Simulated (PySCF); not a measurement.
Vibration and rotation of PS

ROHF-CCSD(T) constants of PS, ²Π (doublet), unpaired electrons π ↑ (PySCF, spin-free X2C with a Gaussian nucleus, basis sets P x2c-SVPall, S x2c-SVPall; masses 30.9738 and 31.9721 u):

```
ωe              : 727.3 cm⁻¹
ωexe            : 3.29 cm⁻¹
Be              : 0.2885 cm⁻¹
αe              : 0.00157 cm⁻¹
D (centrifugal) : 1.82e-07 cm⁻¹
De to P + S     : 3.52 eV
```

(1) Give the vibrational terms G(v) and spacings up to v = 6.

(2) How well does the Morse estimate ωe²/(4ωexe) reproduce De, and what is D0?

Correlated steps freeze 10 core orbitals. Correlated levels converge slowly with the basis: in double zeta they bind strong bonds too weakly, by up to about 1 eV, and carry superposition errors of some tenths. The state is the lowest determinant that a PBE0 search found; another state may lie lower at other levels.

Answers

(1) G(v) = ωe(v+½) − ωexe(v+½)².

| v | G(v) (cm⁻¹) | G(v) − G(v−1) | Bv (cm⁻¹) |
| --- | --- | --- | --- |
| 0 | 362.8 |  | 0.2877 |
| 1 | 1083.5 | 720.7 | 0.2861 |
| 2 | 1797.7 | 714.1 | 0.2846 |
| 3 | 2505.2 | 707.6 | 0.2830 |
| 4 | 3206.2 | 701.0 | 0.2814 |
| 5 | 3900.6 | 694.4 | 0.2799 |
| 6 | 4588.4 | 687.8 | 0.2783 |

(2) It gives 4.98 eV, 142 % of the computed De. D0 = De − G(0) = 3.52 − 0.04 = 3.48 eV.
